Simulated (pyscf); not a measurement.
A first-order saddle from PySCF, ωB97X-D3(BJ)/def2-SVP:

```
Si
H 1 1.4697
C 1 1.8534 2 127.86
H 3 1.0989 1 110.02 2 -36.20
H 3 1.0996 4 111.37 1 -122.64
H 3 1.1013 4 107.60 5 -119.16
H 1 1.7025 2 113.58 3 -156.90
H 7 0.9029 1 81.45 2 79.02
Cl 8 1.7237 7 158.00 1 -1.10
Cl 1 2.1120 2 101.14 8 -116.32
```
Charge 0, spin multiplicity 1.

Surface: singlet, charge 0. Lowest wavenumbers (cm⁻¹): 802i, 129, 159, 215, 255.

Problem. Which two sides does it connect, and which bonds change?

Solution. `[CH3][SiH]([Cl])[Cl]` + `[H][H]` ⇌ `[CH3][SiH2][Cl]` + `[ClH]`, a four-centre exchange read from left to right: Cl–Si, H–H broken and H–Si, Cl–H formed. At ωB97M-D3(BJ)/def2-TZVP it lies +51.0 kcal/mol from the left side and +30.8 kcal/mol from the right (each side as separated species at their lowest minima found). One saddle was located; it need not be the lowest between these sides.
